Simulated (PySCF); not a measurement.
Molecule: CH5Si, net charge 0, doublet state. It need not be the lowest isomer of its formula. SMILES: [CH2][SiH3]
Structure (B3LYP-D3(BJ)/def2-TZVP (Ansatz) minimum search):
```
Si
H 1 1.4823
H 1 1.4830 2 109.47
H 1 1.4878 2 107.84 3 116.74
C 1 1.8421 2 110.29 4 121.63
H 5 1.0839 1 122.71 2 -26.73
H 5 1.0841 6 114.66 1 177.78
```
Charge 0, spin multiplicity 2.

Dispersion corrections to the total energy (kcal/mol) from the dftd3 and dftd4 libraries through PySCF: D3(BJ) without and D4 with the three-body term, each with the damping fitted for the functional named.

```
functional  D3(BJ)          D4
----------  ------  ----------
HSE06        -1.45  (withheld)
PBE0         -1.95       -1.69
LC-wPBE      -2.12       -2.28
B2GP-PLYP    -1.61  (withheld)
revPBE       -5.87  (withheld)
HF          -20.75       -7.88
B3LYP        -4.06       -3.32
```

Problem. What belongs in the gaps?

Solution. 
- HSE06, D4: -1.57
- B2GP-PLYP, D4: -0.83
- revPBE, D4: -6.81
